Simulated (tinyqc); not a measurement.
UKS/BP86 in the sto-3g basis, for NH, spin multiplicity 3, step by step. Computed by tinyqc, a small Python program that keeps every step (integrals from PySCF). Settings: charge = 0, multiplicity = 3, basis = sto-3g, energy threshold = 1e-08, iteration cap = 56, orthogonalisation = canonical, start = core, DIIS depth = 6, method = UKS, functional = b88,p86, grid = [15, 50]. Command: `OMP_NUM_THREADS=1 python tinyqc.py 26727 26728 out.jsonl` (the two numbers bound the seeds that draw the settings). One thread of a shared host (Intel(R) Xeon(R) Processor @ 2.60GHz), about 2 s of CPU time with the checks.

Geometry (angstrom):
```
atom         x         y         z
N     0.000000  0.000000  0.000000
H     0.000000  0.000000  1.697000
```

Stop when the energy changes by less than 1e-08 hartree and every element of the error matrix X^T (F D S - S D F) X (for each spin) is below 3e-05.

Course of the cycle:
```
iteration   E (hartree)     change  largest element of the error matrix
1          -53.83638793          -                             1.01e-01
2          -53.90859857  -7.22e-02                             1.82e-01
3          -54.31522151  -4.07e-01                             1.13e-01
4          -54.14790597   1.67e-01                             1.77e-01
5          -54.40214868  -2.54e-01                             3.63e-02
6          -54.40922657  -7.08e-03                             1.28e-02
7          -54.41016170  -9.35e-04                             7.27e-03
8          -54.41012565   3.60e-05                             7.21e-03
9          -54.41050826  -3.83e-04                             3.94e-04
10         -54.41050940  -1.14e-06                             4.77e-05
11         -54.41050942  -1.59e-08                             7.06e-07
12         -54.41050942  -6.08e-12                             1.76e-08
```

Can the last value be used, and what does the course show?

Yes. Converged in 12 iterations. The coarse grid moves the energy by -1.21e-03 hartree. PySCF UKS in the same basis, fine grid, after a stability check = -54.40930380 hartree, which differs from a converged run on this coarse grid by the grid error.
